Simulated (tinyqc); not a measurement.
Inside a calculation. Method: Hueckel theory of the pi electrons with the omega technique, for the molecule c1ccsc1 (SMILES; centres numbered as the heavy atoms are written). One step of it, computed by the program tinyqc.

Problem. Orbitals, round 2. Diagonalise; E = alpha + x beta with beta < 0, so the largest x are filled first; degenerate levels share their electrons. P = sum n_i c_ri c_si; each orbital has its largest coefficient positive (the first on a tie).

matrix after round 1, order 1C, 2C, 3C, 4S, 5C:
$$\begin{pmatrix}
-0.039078 & 1.000000 & 0.000000 & 0.000000 & 1.000000 \\
1.000000 & -0.039078 & 1.000000 & 0.000000 & 0.000000 \\
0.000000 & 1.000000 & -0.020698 & 0.610000 & 0.000000 \\
0.000000 & 0.000000 & 0.610000 & 1.079552 & 0.610000 \\
1.000000 & 0.000000 & 0.000000 & 0.610000 & -0.020698
\end{pmatrix}$$

pi electrons, sum of z_r less the charge = 6

Give: x values; occupations; coefficients; charge and bond-order matrix P.

Solution.

x values: [1.916, 1.027, 0.592, -0.923, -1.652]

occupations: [2.000, 2.000, 2.000, 0.000, 0.000]

coefficients, order 1C, 2C, 3C, 4S, 5C:
$$\begin{pmatrix}
0.416 & -0.480 & -0.370 & -0.310 & 0.603 \\
0.416 & -0.480 & 0.370 & -0.310 & -0.603 \\
0.398 & -0.032 & 0.603 & 0.584 & 0.370 \\
0.580 & 0.733 & 0.000 & -0.356 & 0.000 \\
0.398 & -0.032 & -0.603 & 0.584 & -0.370
\end{pmatrix}$$

charge and bond-order matrix P, order 1C, 2C, 3C, 4S, 5C:
$$\begin{pmatrix}
1.081 & 0.535 & -0.084 & -0.220 & 0.807 \\
0.535 & 1.081 & 0.807 & -0.220 & -0.084 \\
-0.084 & 0.807 & 1.045 & 0.415 & -0.408 \\
-0.220 & -0.220 & 0.415 & 1.747 & 0.415 \\
0.807 & -0.084 & -0.408 & 0.415 & 1.045
\end{pmatrix}$$
